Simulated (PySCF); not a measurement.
COP (charge -1).
Cartesian coordinates in Å at the PBE0-D3(BJ)/def2-SVP level; atoms count from 1:
```
atom  x, y, z in Å
O1    -1.3603    0.2476    0.0162
C2    -0.1870   -0.0040    0.0075
P3     1.3953   -0.3433   -0.0041
```

Method used: PBE0-D3(BJ)/def2-SVP geometry optimisation, gas phase (PySCF).

Take the most abundant isotopes and a rigid rotor. 

Question: What are the moment of inertia and the rotational constant?

Answer: I = 87.927 u·Å², B = 505379 MHz·u·Å²/I = 5748 MHz (0.1917 cm⁻¹, or 0.276 K as hB/k).

Question: List the first levels of a rigid rotor in a Σ state.

Answer: E(J) = BJ(J+1): J = 1: 0.383, J = 2: 1.150, J = 3: 2.301, J = 4: 3.834, J = 5: 5.752, J = 6: 8.052 cm⁻¹.

Question: Where do the first rotational lines fall?

Answer: The dipole is 0.66 D (about the centre of mass, as the species is charged); J+1 ← J lies at 2B(J+1): 1 ← 0 at 11.50 GHz, 2 ← 1 at 22.99 GHz, 3 ← 2 at 34.49 GHz, 4 ← 3 at 45.98 GHz, 5 ← 4 at 57.48 GHz, 6 ← 5 at 68.97 GHz.

Question: Estimate the classical rotational partition function at 10 K, 200 K and 298.15 K.

Answer: Point group C∞v, symmetry number σ = 1; q = kT/(σhB), k/h = 20836.6 MHz/K: 36.3 at 10 K, 725 at 200 K, 1080 at 298.15 K.

No frequency check. The geometry's basis has no diffuse functions, a weakness for an anion. Constants of a rigid frame at the computed geometry: no zero-point averaging, no centrifugal distortion.
